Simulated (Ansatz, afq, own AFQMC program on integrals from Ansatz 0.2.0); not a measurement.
**Where AFQMC and coupled cluster stand for BGeH6, doublet**

```yaml
atoms:
  - { symbol: Ge, position_ang: [-0.4488, 0.0000, 0.0000] }
  - { symbol: H, position_ang: [-0.9602, 1.4466, 0.0000] }
  - { symbol: H, position_ang: [-0.9602, -0.7233, 1.2528] }
  - { symbol: H, position_ang: [-0.9602, -0.7233, -1.2528] }
  - { symbol: H, position_ang: [1.3202, 0.0000, 0.0000] }
  - { symbol: B, position_ang: [2.5842, 0.0000, 0.0000] }
  - { symbol: H, position_ang: [3.0933, 0.0000, 1.0770] }
  - { symbol: H, position_ang: [3.0933, 0.0000, -1.0770] }
```

Basis cc-pVDZ. Only valence electrons are correlated. Ansatz 0.2.0 and our own AFQMC program on the same integrals; the CISD trial comes from CCSD amplitudes, and released means the phaseless constraint is let go. Error bars are statistical, one sigma. No spin–orbit coupling.

Determinant: UHF, the one that the program's search chose, which needn't be the lowest solution. The geometry is a point of a scan.

No full CI on the walks' own integrals is used here; CCSDT(Q) serves as the reference and is uncertain by about the last step of the cluster series.

Cautions: no relativity below Rb; no spin-orbit coupling; inner d shell frozen; the released energies are still falling, so no released level is given (meV from the phaseless value at times in 1/Eh: -2.4 ± 2.4 at 0.24, -2.5 ± 2.3 at 0.51, -6.7 ± 2.2 at 0.99, -9.7 ± 2.4 at 1.62, -12 ± 3 at 2.40), though the last usable value meets CCSDT(Q) within the noise.

The T1 diagnostic is 0.0105. The weight of the determinant in the CISD state is 0.876, the ⟨S²⟩ of the determinant is 0.763 and the size of the correlated space is 13 electrons in 56 orbitals.

| level | correlation energy (eV) |
| --- | --- |
| MP2 | -5.2937 |
| CCSD | -6.6369 |
| CCSD(T) | -6.7668 |

**Question.** Estimate where phaseless AFQMC with a CISD trial lies against CCSD(T) on the same integrals.

**Answer.** 2.4 ± 0.2 kJ/mol below CCSD(T).

Reference: CCSDT(Q), correlation energy -6.800 eV.

```csv
level,E − E(reference) (kJ/mol),share of correlation (%)
CCSD(T),3.2,99.51
CCSDT,0.4,99.94
ph-AFQMC/CISD,0.9 ± 0.2,99.87
```

A walk keeps the symmetry of its determinant, which the program's search chose and which needn't be the lowest solution, so a lower state of the same spin and another symmetry isn't excluded.
